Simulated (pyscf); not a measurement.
Structures and frequencies: ωB97X-D3(BJ)/def2-SVP in PySCF.

**Question.** What is the homolytic dissociation enthalpy (298 K, ωB97M-D3(BJ)/def2-TZVP) of the Mo–N bond of `[NH2][MoH]([Cl])([Cl])([Cl])[Cl]`, to NH₂• + [Cl–MoH(Cl)(Cl)–Cl]•?

**Answer.** Mo–N to NH₂• + [Cl–MoH(Cl)(Cl)–Cl]•: 157.2 kJ/mol. The 7 functionals that were run give +150.2 (M06-2X) to +207.7 kJ/mol (PBE). The radicals are drawn with the spin at the cut bond; how far it spreads was not checked. Open-shell species with a d-block atom are single-reference here; other states, and whether the spin sits on metal or ligand, were not checked. Elements past Kr carry the def2 core potentials, without spin-orbit coupling.
